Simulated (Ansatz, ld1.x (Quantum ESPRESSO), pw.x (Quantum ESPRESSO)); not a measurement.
# Which Ca potential is closest to all-electron in the fcc crystal?

All use LDA (PW92), scalar-relativistic, no spin, cutoffs from each file’s atomic test, pw.x 7.5; 11³ k-points, Fermi–Dirac smearing 0.01 Ry. Δ is the rms difference from all-electron LAPW of the E(V) curves that follow from fits to the pressures, over ±6 % in volume. Mesh and smearing are coarse and serve the comparison alone. The files are a selection: those with a ghost or negative overlap were mostly not run, and those with noisy or unconverged pressures or nearly equal Δ are left out.

All-electron: a0 = 5.345 Å (V0 = 38.17 Å³/atom), B0 = 19.5 GPa.

(1) Rank them by Δ, smallest first.
A. ultrasoft, ld1.x (Quantum ESPRESSO) 7.5, LDA (PW92); core [Ne], reference 3s2 3p6 3d0 4s2 4p0; waves: 3s (bound): rcut 1.70, rcutus 2.15 bohr; 4s (bound): rcut 1.70, rcutus 2.15 bohr; 3p (bound): rcut 2.05, rcutus 2.30 bohr; 4p (bound, empty): rcut 2.05, rcutus 2.30 bohr; 3d (bound, empty): rcut 2.95, rcutus 3.15 bohr; 3d channel at 1.15 Ry: rcut 2.95, rcutus 3.15 bohr; local part: all-electron potential smoothed inside 3.05 bohr (lloc = -1); core correction: Bessel-smoothed model core, default radius (core density twice the valence density); augmentation: PSQ, inside the norm-conserving radii.
B. PAW, ld1.x (Quantum ESPRESSO) 7.5, LDA (PW92); core [Ne], reference 3s2 3p6 3d0 4s1.75 4p0; waves: 3s (bound): rcut 1.50, rcutus 1.90 bohr; 4s (bound): rcut 1.50, rcutus 1.90 bohr; 3p (bound): rcut 1.75, rcutus 1.80 bohr; 4p (bound, empty): rcut 1.75, rcutus 1.80 bohr; 3d (bound, empty): rcut 2.00, rcutus 2.55 bohr; 3d channel at 1.1 Ry: rcut 2.00, rcutus 2.55 bohr; local part: all-electron potential smoothed inside 1.90 bohr (lloc = -1); core correction: Bessel-smoothed model core inside 1.85 bohr; augmentation: BESSEL, radius 1.50 bohr.
C. norm-conserving RRKJ (Kleinman–Bylander form), ld1.x (Quantum ESPRESSO) 7.5, LDA (PW92); core [Ar], reference 3d0 4s2 4p0; waves: 4p (bound, empty): rc 4.20 bohr; 3d (bound, empty): rc 3.25 bohr; 4s (bound): rc 2.70 bohr; local part: the s channel; core correction: Bessel-smoothed model core inside 2.55 bohr; rho0 0.02.

Results:

(1) B (0.5 meV/atom), C (0.8 meV/atom), A (5.8 meV/atom).
